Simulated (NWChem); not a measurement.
# Correlation energy of silicon monoxide (OSi)

```
Si
O 1 1.5233
```
Charge 0, spin multiplicity 1.

The numbers come from NWChem runs, not from measurements. Structure: optimised with PBE0/def2-SVP, a minimum by its harmonic frequencies.

Basis set: def2-QZVP. Each correlation energy counts from its own Hartree-Fock reference.

The correlated methods keep 6 core orbitals frozen. Coupled-cluster values serve here as a point of comparison, not as the truth.

| method | correlation energy (mHa) |
|---|---|
| MP2 | ? |
| SCS-MP2 | ? |
| CR-CCSD[T] | -376.9 |
| CR-CCSD(T) | ? |
| CCSD | ? |
| CCSD+T(CCSD) | -381.3 |
| CCSD(T) | -379.3 |

Q: Fill in the missing entries.

A: 
- MP2, correlation energy (mHa): -362.3
- SCS-MP2, correlation energy (mHa): -357.7
- CR-CCSD(T), correlation energy (mHa): -375.3
- CCSD, correlation energy (mHa): -359.5
